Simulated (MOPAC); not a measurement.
Input file for MOPAC: PM3 on OHHts, 2S+1 = 3.

```
PM3 1SCF PRECISE CHARGE=0 UHF MS=1 THREADS=1
H2O

H      0.00000000 1     0.00000000 1    -0.86028700 1
O      0.00000000 1     0.00000000 1     0.32902400 1
H      0.00000000 1     0.00000000 1    -1.77190500 1
```

It printed:

```
*******************************************************************************
 **                                                                           **
 **                              MOPAC v23.2.5                                **
 **                                                                           **
 *******************************************************************************
 ** MOPAC's Digital Object Identifier: https://doi.org/10.5281/zenodo.6511958 **
 **                                                                           **
 ** Please cite the open-source release paper for use of this MOPAC version:  **
 ** J. E. Moussa and J. J. P. Stewart (2026)                                  **
 ** MOPAC: An open-source semiempirical molecular orbital program             **
 ** J. Open Source Softw., 11(119), 8025, https://doi.org/10.21105/joss.08025 **
 *******************************************************************************

                              PM3 CALCULATION RESULTS

 *******************************************************************************
 *  PM3        - The PM3 Hamiltonian to be used
 *  UHF        - UNRESTRICTED HARTREE-FOCK CALCULATION
 *
 *
 *
 *                 CHARGE ON SYSTEM = 0
 *
 *
 *
 *  MS=        - IN MECI, MAGNETIC COMPONENT OF SPIN =  1.0
 *  PRECISE    - TIGHTER CRITERIA TO BE USED
 *  1SCF       - DO 1 SCF AND THEN STOP
 *  THREADS=1  - MULTI-THREADING NOT USED
 *  T=         - A TIME OF 172800.0 SECONDS REQUESTED
 *  DUMP=N     - RESTART FILE WRITTEN EVERY 7200.0 SECONDS REQUESTED
 *******************************************************************************
PM3 1SCF PRECISE CHARGE=0 UHF MS=1 THREADS=1
 H2O

   ATOM   CHEMICAL          X               Y               Z
  NUMBER   SYMBOL      (ANGSTROMS)     (ANGSTROMS)     (ANGSTROMS)

     1       H          0.00000000  *   0.00000000  *  -0.86028700  *
     2       O          0.00000000  *   0.00000000  *   0.32902400  *
     3       H          0.00000000  *   0.00000000  *  -1.77190500  *



          CARTESIAN COORDINATES

    NO.       ATOM           X           Y           Z

     1         H          0.0000      0.0000     -0.8603
     2         O          0.0000      0.0000      0.3290
     3         H          0.0000      0.0000     -1.7719

  H: (PM3): J. J. P. STEWART, J. COMP. CHEM. 10, 209 (1989).
  O: (PM3): J. J. P. STEWART, J. COMP. CHEM. 10, 209 (1989).

           Empirical Formula: H2 O  =     3 atoms



      MOLECULAR POINT GROUP   :   C*v


          UHF CALCULATION, NO. OF ALPHA ELECTRONS =    5
                           NO. OF BETA  ELECTRONS =    3

 -------------------------------------------------------------------------------
 PM3 1SCF PRECISE CHARGE=0 UHF MS=1 THREADS=1
 H2O



     1SCF WAS SPECIFIED, SO BFGS WAS NOT USED
     SCF FIELD WAS ACHIEVED


                              PM3 CALCULATION
                                                       MOPAC v23.2.5 Linux




          FINAL HEAT OF FORMATION =         59.84510 KCAL/MOL =     250.39188 KJ/MOL


          COSMO AREA              =         48.94 SQUARE ANGSTROMS
          COSMO VOLUME            =         29.19 CUBIC ANGSTROMS

          IONIZATION POTENTIAL    =         11.930752 EV
          ALPHA SOMO LUMO (EV)    =        -11.931  3.209
          BETA  SOMO LUMO (EV)    =        -12.402 -0.619
          NO. OF ALPHA ELECTRONS  =          5
          NO. OF BETA  ELECTRONS  =          3
          MOLECULAR WEIGHT        =         18.0152         POINT GROUP:  C*v

          MOLECULAR DIMENSIONS (Angstroms)

            Atom       Atom       Distance
            H     3    O     2     2.10093
            H     3    O     2     0.00000
            H     1    O     2     0.00000


          SCF CALCULATIONS        =          1





   ATOM   CHEMICAL          X               Y               Z
  NUMBER   SYMBOL      (ANGSTROMS)     (ANGSTROMS)     (ANGSTROMS)

     1       H          0.00000000  *   0.00000000  *  -0.86028700  *
     2       O          0.00000000  *   0.00000000  *   0.32902400  *
     3       H          0.00000000  *   0.00000000  *  -1.77190500  *

                             CARTESIAN COORDINATES

   1    H        0.000000000     0.000000000    -0.860287000
   2    O        0.000000000     0.000000000     0.329024000
   3    H        0.000000000     0.000000000    -1.771905000


           Empirical Formula: H2 O  =     3 atoms



      MOLECULAR POINT GROUP   :   C*v


          ALPHA EIGENVALUES
 -32.23119 -18.33468 -14.59913 -13.35120 -11.93075   3.20927


           BETA EIGENVALUES
 -31.49255 -16.03449 -12.40156  -0.61942  -0.39977   4.35619


              NET ATOMIC CHARGES AND DIPOLE CONTRIBUTIONS

  ATOM NO.   TYPE          CHARGE      No. of ELECS.   s-Pop       p-Pop
    1          H           0.175130        0.8249     0.82487
    2          O          -0.160972        6.1610     1.95300     4.20797
    3          H          -0.014157        1.0142     1.01416
 DIPOLE           X         Y         Z       TOTAL
 POINT-CHG.     0.000     0.000    -0.858     0.858
 HYBRID         0.000    -0.000    -0.343     0.343
 SUM            0.000    -0.000    -1.201     1.201


          ATOMIC ORBITAL ELECTRON POPULATIONS

     Atom    s        px        py        pz
    1  H   0.82487
    2  O   1.95300   2.00000   1.00000   1.20797
    3  H   1.01416


                    (SZ)    =    1.000000
                    (S**2)  =    2.045156


          ATOMIC ORBITAL SPIN POPULATIONS

    Atom   Total    s     px     py     pz
         Atomic
    1  H -0.1910 -0.191
    2  O  1.5217 -0.005  0.000  1.000  0.527
    3  H  0.6693  0.669

 **********************
 *                    *
 * JOB ENDED NORMALLY *
 *                    *
 **********************




 == MOPAC DONE ==
```

The run finished.

Cost: about 0.03 core-seconds (a rough figure).
